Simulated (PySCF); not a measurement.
## Property card for allene, `C=C=C`

Allene, C₃H₄.
Structure used (GFN2-xTB), in Å, numbered top down from 1:
```
atom  x, y, z in Å
C1    -1.2931   -0.0023    0.0033
C2     0.0004    0.0001   -0.0035
C3     1.2940    0.0035   -0.0110
H4    -1.8578    0.6219    0.6771
H5    -1.8628   -0.6287   -0.6644
H6     1.8556    0.6777   -0.6375
H7     1.8671   -0.6673    0.6089
```

Structural features include: allene or cumulene.

GFN2-xTB geometry:

```yaml
Point_group_of_the_GFN2-xTB_geometry: D2d
Rotational_constants_A_B_C_of_the_GFN2-xTB_geometry: 149.099, 9.056, 9.054 GHz
```

wB97X-D/def2-SVPD ground state and vertical TDDFT (core frozen in the response) (PySCF):

```yaml
Dipole_moment: 0.00 D
HOMO_energy: -9.63 eV
LUMO_energy: 2.17 eV
HOMO–LUMO_gap: 11.80 eV
Lowest_singlet_excitation: 6.14 eV (202 nm, f = 0.000)
Strongest_line_among_the_8_lowest_singlet_transitions: S6 at 8.18 eV (152 nm, f = 1.176)
Lowest_triplet_excitation_Tamm–Dancoff: 4.81 eV
Static_isotropic_polarisability: 39.2 au
Electronic_spatial_extent_⟨r²⟩_about_the_centre_of_nuclear_charge: 173 bohr²
```

**PBE0/pcSseg-1 ground state and GIAO shieldings, non-relativistic (PySCF)**

```yaml
Lowest_Hirshfeld_atomic_charge: -0.12 e on C1/C3
Highest_Hirshfeld_atomic_charge: +0.06 e on H4/H5/H6/H7
13C_chemical_shifts_computed_TMS_as_zero_by_class: 224.9 (C2), 77.4 (C1/C3) ppm
1H_chemical_shifts_computed_TMS_as_zero_by_class: 4.89 (H4/H5/H6/H7) ppm
Mayer_bond_orders_between_heavy_atoms: C1–C2 2.06, C2–C3 2.06
```

From B3LYP/pcJ-1 indirect spin-spin coupling, non-relativistic, gas phase (PySCF):

```yaml
Largest_of_the_computed_one-bond_spin–spin_couplings_means_over_like_bonds: 13C–1H +174.5 (C1–H4 and 3 like it), 13C–13C +116.1 (C1–C2 and 1 like it) Hz
```

Monoisotopic mass from the formula: 40.0313 u.

The rotational constants are those of a prolate symmetric top; the small spread among constants that symmetry makes equal is optimisation noise. S1 lies 5.66 eV below the HOMO–LUMO gap. With B = h/(8π²I), that is 505.379 GHz u Å² over I, the principal moments of inertia are 3.39, 55.8 and 55.8 u Å² (most abundant isotopes); the inertial defect Ic − Ia − Ib is -3.4 u Å² (zero for a rigid planar frame, negative otherwise). The principal polarisabilities are 28.3, 28.3 and 61.0 au; their mean is the isotropic value. Point group D2d forbids a permanent dipole, so the rigid molecule has no electric-dipole pure rotational spectrum. In wavenumbers S1 is 49500 cm⁻¹ (1 eV = 8065.54 cm⁻¹).

